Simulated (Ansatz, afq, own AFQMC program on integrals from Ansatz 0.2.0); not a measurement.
**Where AFQMC and coupled cluster stand for AlH4, doublet**

```yaml
atoms:
  - { symbol: Al, position_ang: [-0.0775, 0.0002, -0.1718] }
  - { symbol: H, position_ang: [0.5806, 0.0023, 2.5696] }
  - { symbol: H, position_ang: [-0.4103, -0.0115, 2.5316] }
  - { symbol: H, position_ang: [0.9489, 1.7900, -0.2443] }
  - { symbol: H, position_ang: [0.9545, -1.7859, -0.2579] }
```

Basis 6-31G. Only valence electrons are correlated. Integrals, coupled cluster, full CI and functionals: Ansatz 0.2.0; the random walks run on the same integrals in our own AFQMC program. The CISD trial takes its coefficients from CCSD amplitudes. Released means that phaseless walkers are propagated on without the constraint, phases kept. ± is one standard error of the sampling.

Determinant: UHF, the one that the program's search chose, which needn't be the lowest solution. The geometry is a point of a scan.

Full CI on the same integrals is exact in this basis and with this determinant's frozen core.

Cautions: unrestricted determinant slightly spin contaminated (⟨S²⟩ 0.82 against 0.75); the released energies are still falling, so no released level is given (meV from the phaseless value at times in 1/Eh: -0.3 ± 1.4 at 0.24, -1.3 ± 1.0 at 0.51, -4.3 ± 1.0 at 0.99, -4.5 ± 1.1 at 1.62, -7.7 ± 0.9 at 2.40).

The T1 diagnostic is 0.0316, the weight of the determinant in the CISD state is 0.885 and the ⟨S²⟩ of the determinant is 0.818. The size of the correlated space is 7 electrons in 16 orbitals.

Reference: full CI, correlation energy -2.503 eV.

```tsv
level	E − E(reference) (kJ/mol)	share of correlation (%)
HF	241.5	0.00
MP2	97.4	59.68
CCSD	5.6	97.69
CCSD(T)	2.4	99.00
CCSDT	0.1	99.95
CCSDT(Q)	0.0	99.99
CCSDTQ	0.0	100.00
ph-AFQMC/CISD	1.0 ± 0.2	99.57
```

CCSDT and higher add their correlation energy to the determinant of the CCSD(T) run, since their own runs factorise the integrals more tightly (a shift of under 2 meV).
